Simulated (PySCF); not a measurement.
## Structure elucidation problem

An unknown has the formula C5H13N. Its calculated NMR data are:

$^{1}$H NMR (500 MHz, computed): δ 2.77 (m, 1H), 1.28 (m, 1H), 0.96 (d, 3H), 0.90 (d, 3H), 0.80 (d, 3H), 0.62 (br s, 2H).

$^{13}$C{$^{1}$H} NMR (computed): δ 56.3 (CH), 42.7 (CH), 22.8 (CH3), 15.4 (CH3), 14.7 (CH3).

- GFN2-xTB geometry
- GIAO PBE0/pcSseg-1 shieldings
- program: PySCF
- equivalent nuclei averaged, relativity neglected, in vacuum, one computed conformer

Referencing at the same level of theory: $^{1}$H, $^{13}$C vs TMS.

Question: What is the structure?

Answer: 
1. Rings plus π bonds: 0.
2. 5 carbon signals for 5 carbons: no two carbons are equivalent.
3. Carbon types of the structure: 2 × CH, 3 × CH3, leaving 2 H on heteroatoms.
4. δC 56.3: sp3 CH bonded to N; deshielded by the electronegative neighbour.
5. δC 42.7: sp3 CH; a saturated carbon with 3 carbon neighbours and no heteroatom attached.
6. δC 22.8, 15.4, 14.7: methyl carbon; a saturated carbon with 1 carbon neighbour and no heteroatom attached.
7. δH 2.77: hydrogen on an sp3 CH bonded to N; its carbon carries N, hence the downfield position.
8. δH 1.28: hydrogen on an sp3 CH.
9. δH 0.96, 0.90, 0.80: hydrogen on a methyl carbon.
10. δH 0.62: hydrogen on an amine nitrogen; exchangeable, gas-phase position.

Structure: 1,2-dimethylpropylamine (SMILES CC(C)[C@H](C)N).

This is the structure that produced the data.

OH and NH positions are those of a molecule without intermolecular hydrogen bonds; in solution they move with solvent, concentration and temperature, and exchange usually removes their couplings. Shifts are as computed. Against solution values, carbons near 30 ppm lie about +3 ppm off and those near 130 ppm about +5 ppm. Of 1211 compounds with measured shifts, 218 miss one by over three times the rms of a fit or turn the order of signals round; such compounds aren't used in these exercises. No couplings were computed; multiplicities are counted from neighbouring protons, with m where these are inequivalent, close in shift, in a saturated or five-membered ring or joined by F or P, and br s for small geminal =CH2 splittings.
